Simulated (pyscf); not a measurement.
## Four-centre exchange: H₂N–SiH₂–NH₂ + silane (SiH₄) → silylamine (H₂N–SiH₃) + silylamine (H₂N–SiH₃)

Gas phase, singlet surface, charge 0. Bonds broken: N1–Si2, Si10–H11. Bonds formed: N1–Si10, Si2–H11. Single points on ωB97X-D3(BJ)/def2-SVP structures (PySCF, gas phase).

Transition state (Å):

```xyz
14

N     -0.5139    -0.2275     0.4012
Si    -0.3709     0.8584    -1.1642
N     -1.2498    -0.2671    -2.2106
H     -1.4247    -0.6546     0.5925
H      0.1319    -1.0170     0.3004
H     -1.2754     2.0264    -0.9372
H      0.8651     0.9233    -2.0053
H     -2.2625    -0.3464    -2.1746
H     -0.9369    -0.3425    -3.1732
Si     0.1598     1.0107     1.6507
H      0.6478     1.6115     0.0523
H     -0.3957     0.2454     2.8510
H     -0.5970     2.2913     1.7562
H      1.6210     0.9650     1.9569
```

One imaginary mode, 168i cm⁻¹; descent along it reached the two sides named, in the forms told below.

```json
[
 {"bond": "N1–Si2", "change": "breaks", "reactant side (Å)": "1.745", "saddle": "1.910", "product side": "3.2"},
 {"bond": "Si10–H11", "change": "breaks", "reactant side (Å)": "1.489", "saddle": "1.776", "product side": "3.1"},
 {"bond": "N1–Si10", "change": "forms", "reactant side (Å)": "3.1", "saddle": "1.884", "product side": "1.751"},
 {"bond": "Si2–H11", "change": "forms", "reactant side (Å)": "3.2", "saddle": "1.756", "product side": "1.491"}
]
```

Electronic energies relative to the separated reactants (kJ/mol):

```csv
level,barrier,reaction energy,reverse barrier
ωB97X-D3(BJ)/def2-TZVP,112.5,+23.1,89.4
PBE/def2-TZVP,113.4,+23.6,89.8
r²SCAN/def2-TZVP,116.6,+24.9,91.7
B3LYP-D3(BJ)/def2-TZVP,129.0,+23.7,105.2
PBE0-D3(BJ)/def2-TZVP,107.6,+23.9,83.8
M06-2X/def2-TZVP,124.3,+23.8,100.5
ωB97M-D3(BJ)/def2-TZVP,123.4,+23.8,99.7
HF/def2-TZVP,199.4,+20.8,178.6
```

With ωB97M-D3(BJ)/def2-TZVP energies and thermal terms (ideal gas, 1 atm, RRHO with modes under 100 cm⁻¹ raised to 100, one conformer, R ln 2 for chiral ones without a mode under 150 cm⁻¹), in kJ/mol:

```
T (K)    ΔH‡    ΔG‡     ΔH     ΔG
-----  -----  -----  -----  -----
298    127.8  174.9  +24.3  +16.2
600    127.3  223.0  +23.9   +8.3
900    128.9  270.5  +23.7   +0.5
1200   131.2  317.4  +23.6   -7.2
```

On the product side the descent ends in a complex (not fully relaxed), 17.7 kJ/mol under the separated species and 107.1 kJ/mol under the saddle at ωB97X-D3(BJ)/def2-TZVP. One saddle was located; it need not be the lowest between these sides.
